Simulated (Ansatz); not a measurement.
Consider the ligand exchange at the Al–C bond: `[AlH2][CH2]Cl` + `BN` → `B[NH][AlH2]` + `CCl`.

Program: Ansatz. Geometries: PBE0-D4/def2-TZVP. ΔE: electronic, gas phase. CCSD(T)/CBS adds triple-zeta CCSD(T) − MP2 to the extrapolated MP2 energy (def2 sets, frozen cores). This one scheme is used for every species. Functionals use def2-TZVPP. B3LYP here is the variant with VWN-RPA as its local correlation; programs differ in this. HSE06 is defined as in plane-wave codes.

`[AlH2][CH2]Cl`:

```xyz
7

Al    0.496   -0.466    0.892
C    -0.244    0.353   -0.739
Cl   -2.005    0.647   -0.597
H    -0.428   -0.757    2.140
H     2.046   -0.814    0.890
H    -0.092   -0.277   -1.620
H     0.227    1.314   -0.966
```

`BN`:

```xyz
6

B    -0.066    0.297   -0.611
N     0.068   -0.305    0.629
H     0.913    0.484   -1.274
H    -1.157    0.614   -0.988
H    -0.711   -0.493    1.237
H     0.953   -0.597    1.007
```

`B[NH][AlH2]`:

Z-matrix (Å, degrees):
```
B
N 1 1.403
H 1 1.201 2 118.6
H 1 1.200 2 120.9 3 180.0
Al 2 1.803 1 124.4 3 -0.0
H 2 1.012 1 115.8 3 -180.0
H 5 1.577 2 118.3 1 0.1
H 5 1.583 2 117.1 1 -179.8
```

`CCl`:

```xyz
5

C    -0.141    0.032   -0.022
Cl    1.567   -0.362    0.244
H    -0.365   -0.090   -1.079
H    -0.311    1.063    0.283
H    -0.750   -0.643    0.574
```

(1) Is it downhill or uphill in electronic energy at CCSD(T)/CBS, and by how much? (Best estimate.)

(2) What do these levels give: BLYP-D4, BHLYP-D4, B2PLYP, PBE-QIDH, PBE0, B3LYP, HSE06, BHLYP, SCS-MP2/def2-TZVPP, CCSD(T)/def2-TZVPP, MP2/CBS(def2), CCSD/CBS(def2)? (Best estimate.)

Largest T1 diagnostic among the species: 0.012.

Answers

(1) Ansatz gave: Downhill: ΔE = -0.96 eV.

(2) Computed: BLYP-D4 -0.92, BHLYP-D4 -0.99, B2PLYP -0.97, PBE-QIDH -0.96, PBE0 -0.89, B3LYP -0.94, HSE06 -0.89, BHLYP -0.99, SCS-MP2/def2-TZVPP -1.02, CCSD(T)/def2-TZVPP -0.98, MP2/CBS(def2) -0.98, CCSD/CBS(def2) -0.97 eV.

In def2-TZVPP, CCSD(T) changes the Hartree–Fock value by +0.08 eV (the triples alone add +0.01 eV) and MP2 by +0.05 eV. From BLYP to BHLYP (50 % exact exchange), in def2-TZVPP and without D4, ΔE moves by −0.08 eV.
